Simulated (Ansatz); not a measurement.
Reaction (substitution at a C–C bond): `C[C@@H]1O[C@]1(N)F` + `C=CC(O)Cl` → `C=CC(Cl)OC` + `NC1(F)CO1`

Isolated molecules relaxed with PBE0-D4/def2-TZVP in Ansatz; ΔE leaves out vibrations. CBS: MP2 limit from def2 TZ/QZ plus the TZ coupled-cluster correction, frozen cores. This one scheme is used for every species. Functionals use def2-TZVPP. B3LYP here is the variant with VWN-RPA as its local correlation; programs differ in this. One conformer a species, not always the lowest.

`C[C@@H]1O[C@]1(N)F`:

Z-matrix (Å, degrees):
```
C
C 1 1.492
H 1 1.093 2 109.8
H 1 1.089 2 110.9 3 -120.2
H 1 1.093 2 110.5 3 119.0
O 2 1.459 1 116.7 3 167.8
C 2 1.463 1 123.6 3 102.6
H 2 1.090 1 116.1 3 -56.3
N 7 1.404 2 129.0 1 -155.9
F 7 1.357 2 116.7 1 -4.7
H 9 1.011 7 112.1 2 91.1
H 9 1.009 7 111.1 2 -33.2
```

`C=CC(O)Cl`:

Z-matrix (Å, degrees):
```
C
C 1 1.496
Cl 1 1.811 2 112.0
O 1 1.381 2 111.9 3 -125.5
H 1 1.091 2 111.0 3 115.9
C 2 1.322 1 127.6 3 0.6
H 2 1.088 1 112.0 3 179.5
H 4 0.964 1 108.3 2 52.2
H 6 1.083 2 121.5 1 -1.4
H 6 1.083 2 120.6 1 178.9
```

`C=CC(Cl)OC`:

```xyz
13

C     2.097    0.605    0.429
C     0.951    0.633    1.089
C    -0.335    0.130    0.541
Cl   -0.993   -1.119    1.733
O    -0.182   -0.402   -0.701
C    -1.389   -0.686   -1.374
H     2.160    0.194   -0.571
H     3.004    0.990    0.877
H     0.886    1.038    2.093
H    -1.116    0.900    0.564
H    -1.940   -1.482   -0.865
H    -2.022    0.208   -1.437
H    -1.121   -1.009   -2.378
```

`NC1(F)CO1`:

Z-matrix (Å, degrees):
```
C
F 1 1.373
C 1 1.450 2 116.6
N 1 1.398 2 114.0 3 154.5
O 1 1.370 2 112.9 3 -68.5
H 3 1.085 1 119.5 2 155.5
H 3 1.085 1 118.7 2 -1.3
H 4 1.013 1 110.6 2 66.9
H 4 1.011 1 111.1 2 -54.3
```

(1) Is it downhill or uphill in electronic energy at CCSD(T)/CBS, and by how much? (An estimate is asked.)

(2) What do these levels give: r2SCAN-D4, B3LYP-D4, ωB97M-V, PBE, HF/def2-TZVPP, CCSD(T)/def2-TZVPP? (Estimate.)

Largest T1 diagnostic among the species: 0.012.

Answers

(1) The calculation gave: Uphill: ΔE = +52.9 kJ/mol.

(2) Ansatz gave: r2SCAN-D4 50.1, B3LYP-D4 43.8, ωB97M-V 50.1, PBE 49.8, HF/def2-TZVPP 41.7, CCSD(T)/def2-TZVPP 50.0 kJ/mol.

In def2-TZVPP, CCSD(T) changes the Hartree–Fock value by +8.3 kJ/mol (the triples alone add +0.3 kJ/mol) and MP2 by +12.3 kJ/mol.
